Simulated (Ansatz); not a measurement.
Molecular dynamics, step by step

BSiH$_{3}$F (SMILES B[SiH-]F) (charge -1), closed shell, BLYP-D4/def2-SVP (Ansatz 0.2.0). Settings (timestep in fs, temperature in K, friction in 1/fs; T counts 18 degrees of freedom, while the starting velocities carry no drift of the centre of mass, so T starts below the set value):

```yaml
hamiltonian: {xc: {name: BLYP}, dispersion: d4}
md: {n_steps: 80, timestep: 1.0, temperature: 500, ensemble: nvt_langevin, seed: 789, friction: 0.05, initial_velocities: maxwell_boltzmann}
```

Start (the SMILES describes the start alone):

B1  (0.340, -0.521, -0.846)
Si2  (-0.347, 0.300, 0.627)
F3  (-0.074, 1.949, 1.067)
H4  (0.129, -1.697, -1.038)
H5  (0.835, 0.072, -1.771)
H6  (-0.884, -0.103, 1.962)
(Å)

| step | time (fs) | potential energy less the start (meV) | kinetic energy (meV) | T (K) |
| --- | --- | --- | --- | --- |
| 0 | 0.00 | 0.0 | 323.1 | 417 |
| 5 | 5.00 | 68.2 | 295.8 | 381 |
| 10 | 10.00 | 62.5 | 344.9 | 445 |
| 15 | 15.00 | 100.3 | 342.8 | 442 |
| 20 | 20.00 | 42.3 | 501.3 | 646 |
| 25 | 25.00 | 201.7 | 328.4 | 423 |
| 30 | 30.00 | 121.2 | 365.7 | 472 |
| 35 | 35.00 | 137.2 | 407.4 | 525 |
| 40 | 40.00 | 246.6 | 216.1 | 279 |
| 45 | 45.00 | 175.0 | 435.6 | 562 |
| 50 | 50.00 | 68.0 | 510.2 | 658 |
| 55 | 55.00 | 271.2 | 412.3 | 532 |
| 60 | 60.00 | 384.7 | 276.8 | 357 |
| 65 | 65.00 | 173.0 | 605.1 | 780 |
| 70 | 70.00 | 152.0 | 398.4 | 514 |
| 75 | 75.00 | 206.6 | 525.4 | 677 |
| 80 | 80.00 | 197.9 | 463.2 | 597 |

Step 5, positions (Å) and forces (eV/Å):

| atom | x | y | z | Fx | Fy | Fz |
| --- | --- | --- | --- | --- | --- | --- |
| B1 | 0.320 | -0.513 | -0.836 | 0.522 | -1.368 | -1.777 |
| Si2 | -0.355 | 0.315 | 0.599 | -0.927 | 0.925 | 2.749 |
| F3 | -0.041 | 1.922 | 1.090 | 0.052 | -0.181 | -0.315 |
| H4 | 0.011 | -1.718 | -1.095 | 0.193 | 0.711 | 0.278 |
| H5 | 0.798 | 0.156 | -1.760 | -0.061 | -0.103 | 0.129 |
| H6 | -0.791 | -0.209 | 2.062 | 0.221 | 0.016 | -1.065 |

Step 15, positions (Å) and forces (eV/Å):

| atom | x | y | z | Fx | Fy | Fz |
| --- | --- | --- | --- | --- | --- | --- |
| B1 | 0.291 | -0.509 | -0.931 | -0.056 | 0.492 | -0.136 |
| Si2 | -0.352 | 0.330 | 0.603 | -0.287 | -0.795 | -1.607 |
| F3 | -0.010 | 1.847 | 1.124 | 0.438 | 1.508 | 0.414 |
| H4 | -0.104 | -1.670 | -1.108 | 0.232 | 0.222 | -0.164 |
| H5 | 0.677 | 0.288 | -1.799 | 0.007 | -0.534 | -0.222 |
| H6 | -0.520 | -0.388 | 1.822 | -0.333 | -0.892 | 1.716 |

Step 55, positions (Å) and forces (eV/Å):

```tsv
atom	x	y	z	Fx	Fy	Fz
B1	0.147	-0.625	-1.033	-0.563	-0.082	3.444
Si2	-0.372	0.242	0.623	0.007	-0.663	-0.520
F3	0.076	1.756	1.324	-0.093	-0.712	-0.175
H4	-0.290	-1.744	-0.981	-0.189	-0.565	-0.009
H5	0.198	-0.065	-1.988	0.564	1.430	-2.911
H6	-0.610	-0.789	1.765	0.274	0.592	0.171
```

Last step (80):

B1  (0.214, -0.516, -0.914)
Si2  (-0.254, 0.238, 0.647)
F3  (-0.003, 1.749, 1.468)
H4  (-0.453, -1.554, -1.062)
H5  (0.871, -0.122, -1.856)
H6  (-1.041, -0.180, 1.811)
(Å)

Hardware: 2 CPU threads of an Intel Xeon, shared host. Wall time about 3 min.
